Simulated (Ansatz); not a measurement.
in.yaml

```yaml
crystal:
  periodic: [false, false, false]
  atoms:
    - {symbol: B, position_ang: [0.000000, -1.455407, 0.585347]}
    - {symbol: Si, position_ang: [0.000000, 0.259390, 1.523825]}
    - {symbol: Ge, position_ang: [0.000000, 0.110375, -0.718019]}
    - {symbol: H, position_ang: [0.000000, 0.428237, 3.007464]}
basis:
  gaussian: {orbitals: cc-pVTZ}
total_charge: 1
magnetization: {spin_polarized: true, initial_magnetization: 3}
correlation: {method: ccsdt_q, electrons: outside_noble_gas}
```

```sh
$ ansatz run in.yaml --threads 2 --pin off --events-out ev --progress --plain --max-ram 24576MiB --backend cuda --devices 0, --max-vram 18GiB
```

(1) Roughly how long does this take on 2 threads of AMD EPYC 7R13 with a shared H100 80 GB, shared host, and how much host memory?

```
1480 factors; integrals over basis functions are off by at most 1.6e-7 eV
mean field evaluation 1: about -65011.4574 eV, gradient 1.3e1 eV
mean field evaluation 2: about -65011.4675 eV, gradient 1.3e1 eV
mean field evaluation 4: about -65013.2004 eV, gradient 2.6e0 eV
mean field evaluation 8: about -65013.4332 eV, gradient 3.1e-1 eV
mean field evaluation 16: about -65011.4568 eV, gradient 1.3e1 eV
mean field evaluation 32: about -65012.1403 eV, gradient 5.0e0 eV
mean field evaluation 64: about -65012.2117 eV, gradient 7.9e-3 eV
mean field evaluation 96: about -65010.8976 eV, gradient 3.3e-3 eV
mean field evaluation 128: about -65010.8426 eV, gradient 1.1e0 eV
mean field evaluation 160: about -65010.9672 eV, gradient 1.9e-1 eV
...
cycle  12  -7.52297473 eV  change    1.4e-5 eV  update   8.7e-5
cycle  13  -7.52306501 eV  change   -9.0e-5 eV  update   5.2e-5
cycle  14  -7.52311869 eV  change   -5.4e-5 eV  update   2.5e-5
cycle  15  -7.52310676 eV  change    1.2e-5 eV  update   1.3e-5
cycle  16  -7.52308988 eV  change    1.7e-5 eV  update   7.7e-6
cycle  17  -7.52308887 eV  change    1.0e-6 eV  update   4.2e-6
cycle  18  -7.52308634 eV  change    2.5e-6 eV  update   2.3e-6
cycle  19  -7.52308657 eV  change   -2.2e-7 eV  update   1.3e-6
cycle  20  -7.52308853 eV  change   -2.0e-6 eV  update   7.5e-7
cycle  21  -7.52308819 eV  change    3.4e-7 eV  update   3.9e-7
perturbative correction -0.03503438 eV, -0.0012874897 hartree
Total energy: -65020.99646803 eV, -2389.4775473857 hartree
```

## Answers

(1) 40 s wall and 1.3 GiB.
